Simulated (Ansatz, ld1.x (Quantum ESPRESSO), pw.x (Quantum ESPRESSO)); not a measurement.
# pw.x on fcc Tc: one setting changed

Potential: PAW, ld1.x (Quantum ESPRESSO) 7.5, PBEsol; core [Ar] 3d10, reference 4s2 4p6 4d5 5s2 5p0; waves: 4s (bound): rcut 1.35, rcutus 1.50 bohr; 5s (bound): rcut 1.35, rcutus 1.50 bohr; 4p (bound): rcut 1.90, rcutus 2.05 bohr; 5p (bound, empty): rcut 1.90, rcutus 2.05 bohr; 4d (bound): rcut 1.85, rcutus 2.50 bohr; 4d channel at 1.35 Ry: rcut 1.85, rcutus 2.50 bohr; local part: all-electron potential smoothed inside 1.95 bohr (lloc = -2); core correction: a·sin(br)/r model core inside 1.25 bohr; augmentation: BESSEL, radius 1.35 bohr.

The reference run (k-mesh 15³, cutoffs 55/440 Ry, Fermi–Dirac 0.01 Ry, mixing_beta 0.4, conv_thr 1e-9, no spin) gives 1.16 GPa at 14.097 Å³/atom, where all-electron LAPW gives -0.35 GPa. This run, with its own iteration cap, changes degauss to 0.005.

```
&control
  calculation='scf', prefix='x', pseudo_dir='./', outdir='./tmp', tstress=.true., disk_io='none'
/
&system
  ibrav=0, nat=1, ntyp=1, ecutwfc=55, ecutrho=440, nbnd=15,
  occupations='smearing', smearing='fd', degauss=0.005
/
&electrons
  conv_thr=1e-09, mixing_beta=0.4, electron_maxstep=60
/
ATOMIC_SPECIES
Tc 1.0 Tc.UPF
CELL_PARAMETERS angstrom
  0.00000000 1.91733898 1.91733898
  1.91733898 0.00000000 1.91733898
  1.91733898 1.91733898 0.00000000
ATOMIC_POSITIONS crystal
Tc 0.0000 0.0000 0.0000
K_POINTS automatic
15 15 15 0 0 0
```

```bash
pw.x < Tc.scf.in > Tc.scf.out
```

Q: How does the run end?

A: It converges in 12 iterations; the free energy moves by +22.1 meV/atom and the pressure by -0.43 GPa. In a metal, with Fermi–Dirac smearing, F lies below its zero-width value by a term in the square of the width.

```
Message from routine setup:
     using ibrav=0 with symmetry is DISCOURAGED, use correct ibrav instead
     lattice parameter (alat)  =       5.1240  a.u.
     unit-cell volume          =      95.1313 (a.u.)^3
     number of electrons       =        15.00
     number of Kohn-Sham states=           15
     kinetic-energy cutoff     =      55.0000  Ry
     charge density cutoff     =     440.0000  Ry
     scf convergence threshold =      1.0E-09
     Exchange-correlation= SLA  PW   PSX  PSC
     number of k points=   120  Fermi-Dirac smearing, width (Ry)=  0.0050
     iteration #  1     ecut=    55.00 Ry     beta= 0.40
     total energy              =    -391.79907325 Ry
     estimated scf accuracy    <       0.03965814 Ry
     iteration #  2     ecut=    55.00 Ry     beta= 0.40
     total energy              =    -391.81084213 Ry
     estimated scf accuracy    <       0.01687269 Ry
     iteration #  3     ecut=    55.00 Ry     beta= 0.40
     total energy              =    -391.81379535 Ry
     estimated scf accuracy    <       0.00431190 Ry
     iteration #  4     ecut=    55.00 Ry     beta= 0.40
     total energy              =    -391.81449068 Ry
     estimated scf accuracy    <       0.00023563 Ry
     iteration #  5     ecut=    55.00 Ry     beta= 0.40
     c_bands:  1 eigenvalues not converged
     total energy              =    -391.81453192 Ry
     estimated scf accuracy    <       0.00011582 Ry
     iteration #  6     ecut=    55.00 Ry     beta= 0.40
     total energy              =    -391.81454164 Ry
     estimated scf accuracy    <       0.00000346 Ry
     iteration #  7     ecut=    55.00 Ry     beta= 0.40
     total energy              =    -391.81454346 Ry
     estimated scf accuracy    <       0.00000044 Ry
     iteration #  8     ecut=    55.00 Ry     beta= 0.40
     total energy              =    -391.81454351 Ry
     estimated scf accuracy    <       0.00000004 Ry
     iteration #  9     ecut=    55.00 Ry     beta= 0.40
     total energy              =    -391.81454354 Ry
     estimated scf accuracy    <          6.2E-09 Ry
     iteration # 10     ecut=    55.00 Ry     beta= 0.40
     total energy              =    -391.81454355 Ry
     estimated scf accuracy    <          3.8E-09 Ry
     iteration # 11     ecut=    55.00 Ry     beta= 0.40
     total energy              =    -391.81454355 Ry
     estimated scf accuracy    <          4.0E-09 Ry
     iteration # 12     ecut=    55.00 Ry     beta= 0.40
     the Fermi energy is    21.1575 ev
!    total energy              =    -391.81454355 Ry
     estimated scf accuracy    <          2.4E-10 Ry
     smearing contrib. (-TS)   =      -0.00098591 Ry
     The total energy is F=E-TS. E is the sum of the following terms:
     one-electron contribution =     -17.21595861 Ry
     hartree contribution      =      33.91377496 Ry
     xc contribution           =     -19.62195283 Ry
     ewald contribution        =    -142.35772176 Ry
     one-center paw contrib.   =    -246.53169940 Ry
     convergence has been achieved in  12 iterations
          total   stress  (Ry/bohr**3)                   (kbar)     P=        7.37
     Message from routine punch:
     Nothing written, as per user request (disk_io='none')
```

The run took about 15 s on one core of a shared host (Intel(R) Xeon(R) 6975P-C, 192 threads, 378 GiB, load 82).
